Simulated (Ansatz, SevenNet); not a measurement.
For rhombohedral A7 As, the machine-learned potential SevenNet-l3i5 (trained on PBE and PBE+U data) gives:

| Property | Result |
|---|---|
| equilibrium lattice constant a | 3.787 Å |
| c axis length | 11.321 Å |

### Question
What does r²SCAN-D4 (plane waves, PAW; Ansatz, an electronic-structure program) give for the same quantities?

### Answer

- lattice constant a: 3.749 Å (shrinks by 1.0 %)
- lattice parameter c: 10.865 Å (decreases by 4.0 %)

For comparison: lattice constant a 3.760 Å (measured, 4 K, no zero-point or thermal correction; as tabulated in Schiferl, Barrett, J. Appl. Cryst. 2, 30 (1969), as in the American …); lattice parameter c 10.441 Å (measured, 4 K, no zero-point or thermal correction; as tabulated in Schiferl, Barrett, J. Appl. Cryst. 2, 30 (1969), as in the American …).

Changes are worked out from the printed values.

Unless a cell is named, each level is at its own relaxed cell (SevenNet-l3i5 23.43, r²SCAN-D4 22.04 Å³/atom).

Ansatz's density-functional and Hartree–Fock values are scalar-relativistic unless marked +SOC, with PAW data made under PBE.
